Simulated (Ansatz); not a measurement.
Basis-set extrapolation for `NS` (PBE0-D4/def2-TZVP geometry, frozen core, Ansatz). Multiplicity 1, RHF reference.

|  | cc-pV(T+d)Z | cc-pV(Q+d)Z |
| --- | --- | --- |
| HF | -453.747701 | -453.756302 |
| MP2 correlation | -0.398330 | -0.429709 |
| CCSD(T) correlation | -0.442635 | -0.471849 |

Energies in hartree. Use E(X) = E(∞) + A·exp(−5.46·√X) for Hartree–Fock and E(X) = E(∞) + B·X^(−3.05) for correlation, with X = 3 and 4.

Problem. What is the CCSD(T) energy at the basis-set limit?

Solution. HF limit: -453.756302 + (-0.008601) × 0.30130 = -453.75889. Correlation limit: -0.471849 + (-0.029214) × 0.71189 = -0.49265. Total: -454.25154 hartree, 1.67 eV below CCSD(T)/cc-pV(T+d)Z.
